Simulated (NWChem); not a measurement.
# M05-D3(0)/6-31+G(d) (Cartesian functions) run of C2H3S− (SMILES C=C[S-])

Aim: the energy difference between two shapes of C2H3S− at M05-D3(0)/6-31+G* (Cartesian functions), from 2 runs. 

The results are computed with NWChem 7.3.0.

3 further runs of the same task are left out: 3 set aside as unsound or not needed.

### Step 1. The system as given

C2H3S− has 6 atoms, charge -1, and is taken as a singlet. SMILES: `C=C[S-]`. Geometry: relaxed at GFN2-xTB.

Bond lengths: C1–C2 1.339 Å, C2–S3 1.705 Å, C1–H4 1.079 Å, C1–H5 1.084 Å, C2–H6 1.095 Å. Angles: C1–C2–S3 127.1°, C1–C2–H6 118.2°, S3–C2–H6 114.7°, C2–C1–H4 121.5°, C2–C1–H5 121.8°, H4–C1–H5 116.7°.

### Step 2. Energy and forces at M05-D3(0)/6-31+G(d) (Cartesian functions)

Input file c2h3s.xyz:

```xyz
6
C2H3S
C     -0.460730     0.221690    -0.536290
C      0.382310    -0.064990     0.464320
S      0.942830    -1.607330     0.925770
H     -0.871980    -0.551520    -1.166630
H     -0.761760     1.239390    -0.754870
H      0.769320     0.762760     1.067700
```

Input file run.py:

```python
from ase.io import read
from ase.calculators.nwchem import NWChem

mol = read('c2h3s.xyz')

calc = NWChem(
    label='c2h3s',
    theory='dft',
    memory='2200 mb',
    basis='6-31+G*',
    charge=-1,
    dft={'xc': 'm05', 'mult': '1', 'disp': 'vdw 3', 'grid': 'coarse', 'convergence': 'energy 1e-08', 'direct': None},
)
mol.calc = calc

forces = mol.get_forces()
e = mol.get_potential_energy()
print(f"E = {e:.6f} eV")
print("forces (eV/A):")
for s, f in zip(mol.symbols, forces):
    print(f"{s:2s} {f[0]:10.5f} {f[1]:10.5f} {f[2]:10.5f}")
print("dipole (e A):", mol.get_dipole_moment().round(4))
```

Launch:

```
$ export ASE_NWCHEM_COMMAND="nwchem PREFIX.nwi > PREFIX.nwo"
$ python run.py
```

Output:

```text
E = -12956.829666 eV
forces (eV/A):
C    -0.58400    0.58631   -0.64180
C     0.43698   -0.01450    0.53705
S     0.39703   -0.78635    0.37065
H    -0.10511   -0.28200   -0.16599
H    -0.05626    0.31578   -0.02360
H    -0.08865    0.18075   -0.07631
dipole (e A): [-0.6358  1.2563 -0.5992]
```

The calculator wrote c2h3s.nwi:

```
title "c2h3s"

permanent_dir c2h3s

scratch_dir c2h3s

start c2h3s

geometry units angstrom nocenter noautosym noautoz
  C  -4.6072999999999997e-01 2.2169000000000000e-01 -5.3629000000000004e-01
  C  3.8230999999999998e-01 -6.4990000000000006e-02 4.6432000000000001e-01
  S  9.4282999999999995e-01 -1.6073299999999999e+00 9.2576999999999998e-01
  H  -8.7197999999999998e-01 -5.5152000000000001e-01 -1.1666300000000001e+00
  H  -7.6175999999999999e-01 1.2393900000000000e+00 -7.5487000000000004e-01
  H  7.6932000000000000e-01 7.6275999999999999e-01 1.0677000000000001e+00
end

charge -1

memory 2200 mb

basis noprint
   * library 6-31+G*
end

dft
  xc m05
  mult 1
  disp vdw 3
  grid coarse
  convergence energy 1e-08
  direct
end

task dft gradient
```

c2h3s.nwo (excerpt; [...] marks lines left out):

```text
[...]
      One electron energy =     -830.651474265386
[... 1 line left out ...]
    Exchange-Corr. energy =      -37.771507319592
[... 8 lines left out ...]
                       DFT Final Molecular Orbital Analysis
[... 509 lines left out ...]
          Convergence on density requested:  1.00D-05
[...]
  wavefunction    = closed shell
                         DFT ENERGY GRADIENTS
    atom               coordinates                        gradient
                 x          y          z           x          y          z
   1 C      -0.870653   0.418933  -1.013441    0.011357  -0.011402   0.012481
   2 C       0.722461  -0.122813   0.877438   -0.008498   0.000282  -0.010444
   3 S       1.781690  -3.037413   1.749452   -0.007721   0.015292  -0.007208
   4 H      -1.647803  -1.042222  -2.204611    0.002044   0.005484   0.003228
   5 H      -1.439518   2.342107  -1.426497    0.001094  -0.006141   0.000459
   6 H       1.453804   1.441407   2.017660    0.001724  -0.003515   0.001484
[...]
```

Run time: 8.4 s. Hardware: 1 thread of Intel Xeon Platinum 8488C (Sapphire Rapids), shared host; peak memory 0.12 GiB.

### Step 3. The distorted shape

Input file run.nw:

```
echo
START run
TITLE "C2H3S"
memory stack 880 mb heap 220 mb global 1100 mb
charge -1

GEOMETRY units angstrom noautosym nocenter noautoz
C       -0.473259       0.243021      -0.540352
C        0.400834      -0.039583       0.461658
S        0.932508      -1.605342       0.944429
H       -0.842217      -0.547266      -1.172783
H       -0.766123       1.237957      -0.759588
H        0.761935       0.746942       1.061646
END

BASIS "ao basis" cartesian
* library 6-31+G*
END

DFT
xc m05
disp vdw 3
grid coarse
convergence energy 1e-08
direct
print medium
END

TASK dft gradient
```

Launch:

```
$ nwchem run.nw > run.out
```

Output:

```text
[...]
          Wavefunction type:  closed shell.
          No. of atoms     :     6
          No. of electrons :    32
[...]
          Charge           :    -1
          Spin multiplicity:     1
[...]
          AO basis - number of functions:    67
[...]
              XC Information
              --------------
                          M05 Method XC Functional
                     Hartree-Fock (Exact) Exchange  0.280
                   M05 metaGGA Exchange Functional  0.720
                         M05 Correlation Potential  1.000
[...]
 d= 0,ls=0.0,diis     1   -475.9904347583 -5.61D+02  3.14D-02  1.13D+00     0.7
[...]
 d= 0,ls=0.0,diis    11   -476.1533105992 -5.72D-10  1.21D-06  1.42D-09     5.3
         Total DFT energy =     -476.153310599167
      One electron energy =     -829.693993978419
           Coulomb energy =      306.499735977414
    Exchange-Corr. energy =      -37.776093554224
 Nuclear repulsion energy =       84.817633578808
    Dispersion correction =       -0.000592622746
[...]
  wavefunction    = closed shell
                         DFT ENERGY GRADIENTS
    atom               coordinates                        gradient
                 x          y          z           x          y          z
   1 C      -0.894330   0.459243  -1.021117   -0.011090   0.010314  -0.006671
   2 C       0.757466  -0.074801   0.872407    0.016181   0.027327   0.015971
   3 S       1.762185  -3.033656   1.784712   -0.005829   0.006183  -0.003296
   4 H      -1.591559  -1.034183  -2.216239    0.004027   0.005141   0.004021
   5 H      -1.447763   2.339400  -1.435413    0.006249  -0.022391   0.004643
   6 H       1.439848   1.411516   2.006220   -0.009537  -0.026573  -0.014669
[...]
```

It took 7.8 s on 1 thread of Intel Xeon Platinum 8488C (Sapphire Rapids), shared host; peak memory 0.12 GiB.

### Step 4. Outcome

At M05-D3(0)/6-31+G* (Cartesian functions):

| quantity | value |
| --- | --- |
| first shape: total energy | -476.15471 Eh |
| first shape: HOMO energy | -0.11 eV |
| first shape: LUMO energy | 4.15 eV |
| first shape: HOMO–LUMO gap (to an unbound level, set by the basis) | 4.26 eV |
| first shape: dispersion energy | -1.55 kJ/mol |
| first shape: largest force on an atom | 1.047 eV/Å |
| distorted shape: total energy | -476.15331 Eh |
| distorted shape: HOMO energy | -0.11 eV |
| distorted shape: LUMO energy | 4.15 eV |
| distorted shape: HOMO–LUMO gap (to an unbound level, set by the basis) | 4.25 eV |
| distorted shape: dispersion energy | -1.56 kJ/mol |
| distorted shape: largest force on an atom | 1.828 eV/Å |
| energy change with the atoms displaced | 0.038 eV |

With the atoms displaced the energy rises by 0.04 eV (3.7 kJ/mol). The first shape isn't relaxed at this level, so the change isn't measured from a minimum. The largest force (first shape) is 1.05 eV/Å: the shape isn't a stationary point for this species at this level.
